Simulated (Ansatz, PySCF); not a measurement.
Gas-phase reaction in SMILES: C[Si](C)(C)Br [bromo(trimethyl)silane] + 4 [H][H] (H2) -> Br (HBr) + 3 C (CH4) + [SiH4] (SiH4)

Property: energy of full hydrogenation (enthalpy at 298 K), in kcal/mol. Terms: six Cartesian d functions in 6-31G* and its kin unless marked 5d; no spin-orbit coupling; LANL2DZ with its own core potentials from Na on; valence correlation only (noble-gas shells and the d and f shells of earlier blocks); non-relativistic; dispersion terms only where a functional's name holds one. Ab initio and DFT rows: single points at B3LYP-D3(BJ) geometries (Ansatz, a first-principles code), with unscaled harmonic terms from B3LYP/6-31G* (LANL2DZ past Ar) (Ansatz) at its own minima.

```tsv
level	program	energy of full hydrogenation (enthalpy at 298 K) (kcal/mol)
HF/LANL2DZ	Ansatz	-11.4
PBE/LANL2DZ	Ansatz	0.5
BLYP/6-31G* with LANL2DZ past Ar	Ansatz	5.4
B3LYP/def2-SVP	Ansatz	-3.9
B3LYP/6-31G* with LANL2DZ past Ar	Ansatz	4.4
M06-2X/6-31G* with LANL2DZ past Ar (5d)	PySCF	17.7
MP2/6-31G*	Ansatz	18.9
PBE/def2-TZVPD	Ansatz	9.6
PBE0/def2-TZVPD	Ansatz	8.4
```

No value to compare with is used here. The 7 habitual levels span -11.4 (HF/LANL2DZ) to 18.9 kcal/mol (MP2/6-31G*); PBE0/def2-TZVPD gives 8.4.

The levels are drawn from those run, B3LYP/6-31G* more often than the rest, none by its result; left out are runs that failed, that the program found above a lower state of the same kind, or whose <S^2> lies over 0.5 above the pure value.
